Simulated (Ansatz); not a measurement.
**AlMgH (quintet): the correlation ladder, def2-TZVPP**

One table from this session's results is given with a row withheld; the runs are named, their logs left out.

Computed with Ansatz 0.2.0, Gaussian basis. Level: def2-TZVPP, core rule «outside noble gas», up to 10 orbitals frozen.

Plan: UHF; ROHF; CCSD(T) on UHF.

2 further runs of the same task are left out: 2 set aside as unsound or not needed.

## The system

The geometry is a PBE0/def2-TZVP stationary point (not a proven minimum) of the parent state, kept for this charge and spin.

3 atoms, charge 0, spin multiplicity 5.

Atoms are counted from 1 here; the program's logs count them from 0.

Bond lengths: Al1–H3 1.606 Å.

Set-up of the first run:

Contents of in.yaml:

```yaml
crystal:
  periodic: [false, false, false]
  atoms:
    - {symbol: Al, position_ang: [0.000000, 0.000000, 0.356700]}
    - {symbol: Mg, position_ang: [0.000000, 0.000000, -2.319100]}
    - {symbol: H, position_ang: [0.000000, 0.000000, 1.962400]}
basis:
  gaussian: {orbitals: def2-TZVPP}
magnetization: {spin_polarized: true, initial_magnetization: 4}
hamiltonian: {xc: hf}
output: {orbitals: {seedname: orbitals}}
```

Run with:

```bash
ansatz run in.yaml --threads 1 --pin off --events-out ev --progress --plain --max-ram 4096MiB --backend cpu
```

Among the steps run: UHF; ROHF; CCSD(T) on UHF.

One of the session's tables, all rows but one given; the rest of the session is left out.

| method | from UCCSD(T) (kcal/mol) |
| --- | --- |
| ROHF | +49.11 |
| UHF | +48.75 |
| UMP2 | ? |
| UCCSD | +1.80 |
| UCCSD(T) | 0 |

**Question.** Estimate the row for UMP2.

The run gave: from UCCSD(T) (kcal/mol): +13.98. In the column «from UCCSD(T) (kcal/mol)» it lies between UCCSD (+1.80) and UHF (+48.75).
